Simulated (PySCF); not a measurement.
Species: C5H7F.
SMILES with atom numbers: `[CH2:1]=[CH:2][CH2:3]/[CH:4]=[CH:5]\[F:6]` (hydrogens: H7, H8 on C1; H9 on C2; H10, H11 on C3; H12 on C4; H13 on C5)

Computed, not measured: PBE0-D3(BJ)/def2-SVP geometry optimisation, gas phase (PySCF 2.14.0).

Problem. What internal coordinates does the optimisation give?

Solution. 
```
          bond  length (Å)   order
         C1=C2       1.333  double
         C2–C3       1.501  single
         C3–C4       1.499  single
         C4=C5       1.330  double
         C5–F6       1.334  single
         C1–H7       1.093  single
         C1–H8       1.095  single
         C2–H9       1.097  single
C3–H10, C3–H11       1.103  single
        C4–H12       1.094  single
        C5–H13       1.094  single
```

Bonds in one row agree within 0.01 Å and their mean is given. Orders are formal, as drawn. A selection of angles:
```
     angle  degrees
  C2–C1–H7    121.3
  C2–C1–H8    121.5
  H7–C1–H8    117.1
  C1–C2–C3    125.1
  C1–C2–H9    119.3
  C3–C2–H9    115.5
  C2–C3–C4    112.3
 C2–C3–H10    109.2
 C4–C3–H10    109.7
H10–C3–H11    107.0
  C3–C4–C5    124.9
 C3–C4–H12    118.4
 C5–C4–H12    116.7
  C4–C5–F6    122.5
 C4–C5–H13    124.9
 F6–C5–H13    112.5
```

Torsions: C1–C2–C3–C4 120° (anticlinal); C2–C3–C4–C5 117° (anticlinal); C3–C4–C5–F6 1° (synperiplanar). The mirror-image conformer, all signs reversed, is as good.

The C–C distances run from 1.330 Å (C4=C5, drawn double) to 1.501 Å (C2–C3, drawn single), a spread of 0.171 Å. Of the pairs four or more bonds apart, F6···H11 is among the closest relative to their van der Waals radii: 2.46 Å, 92 % of the sum of Bondi's values.

Point group: C1 (no symmetry element, even within 0.4 Å). No frequency check. The numbers are those of one conformer.

Hardware: Intel Xeon Platinum 8488C, one thread, shared host with 96 logical CPUs at a one-minute load of 77. Cost: 74 s of wall time, 0.51 GiB resident at most. These figures are those of the optimisation.
